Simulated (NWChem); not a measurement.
A series in which one site is exchanged, each optimised at PBE0/def2-SVP with NWChem, gas phase unless a solvent is named. For some, no frequency run checked for a minimum. def2 effective core potentials on Y, Sb; no spin-orbit coupling.

A: [Cl][Ga]([Cl])[Cl] (GaCl3; site = Ga)
B: [Cl][Al]([Cl])[Cl] (AlCl$_{3}$; site = Al)
C: [Cl][Y]([Cl])[Cl] (YCl₃; site = Y)
D: [Cl][Sb]([Cl])[Cl] (SbCl3; site = Sb)

### Question
Rank them by static polarisability, B3LYP/def2-SVPD (bohr³), lowest first.

### Answer
B (63.7), A (68.6), C (80.0), D (85.5)
